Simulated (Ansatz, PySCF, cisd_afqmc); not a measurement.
System: C2H5O, charge 0, doublet. C2H5O (SMILES OC[CH2], doublet).
B3LYP-D3(BJ)/def2-TZVP minimum from Ansatz (a quantum-chemistry and plane-wave program):
```xyz
8

C      1.1499    -0.5481     0.0778
C      0.1001     0.4855     0.1538
O     -1.1512    -0.0848    -0.2195
H     -1.8025     0.6203    -0.2893
H      0.0546     0.9063     1.1703
H      0.3469     1.3296    -0.5164
H      2.1102    -0.3827     0.5442
H      0.9997    -1.4196    -0.5423
```
Charge 0, spin multiplicity 2.

Atomisation energy term by term, kcal/mol (programs: Ansatz, cisd_afqmc). Open shells are spin-unrestricted; no spin-orbit coupling. Correlated methods leave the cores frozen. Rows without X2C or -DK are non-relativistic. AFQMC is phaseless with a CISD trial state; ± is one standard error, without the phaseless bias. Outlying blocks are dropped, and bars are widened where a walk drifts. Over all cases where full CI ran beside it in this data, AFQMC minus full CI had a median of +0.1 mEh and passed +0.4 mEh in a tenth of the cases. CBS(X,Y): correlation extrapolated as X^-3, Hartree-Fock from the larger set. A bracket is a step between two methods taken in the basis named. 'core' is core correlation in cc-pwCVTZ, 'X2C' scalar relativity in cc-pVTZ-DK, both at CCSD(T). Where a partner has so few electrons that a lower coupled-cluster level is exact, that level stands in.

```json
[
 {"term": "Hartree-Fock", "basis": "cc-pVQZ", "kcal/mol": "512.24"},
 {"term": "CCSD correlation", "basis": "CBS(cc-pVTZ,cc-pVQZ)", "kcal/mol": "176.76"},
 {"term": "(T)", "basis": "CBS(cc-pVTZ,cc-pVQZ)", "kcal/mol": "9.90"},
 {"term": "CCSDT(Q) - CCSD(T)", "basis": "cc-pVDZ", "kcal/mol": "0.52"},
 {"term": "core correlation", "basis": "cc-pwCVTZ", "kcal/mol": "2.46"},
 {"term": "scalar relativity", "basis": "X2C, cc-pVTZ-DK", "kcal/mol": "-0.63"},
 {"term": "minus zero-point energy", "basis": "Hessian by PySCF at B3LYP-D3(BJ)/def2-TZVP", "kcal/mol": "-40.32"},
 {"term": "sum: D0", "basis": "", "kcal/mol": "660.9"}
]
```

The step beyond CCSD(T) by other levels: AFQMC/CISD in cc-pVDZ 1.03 ± 0.29 kcal/mol.
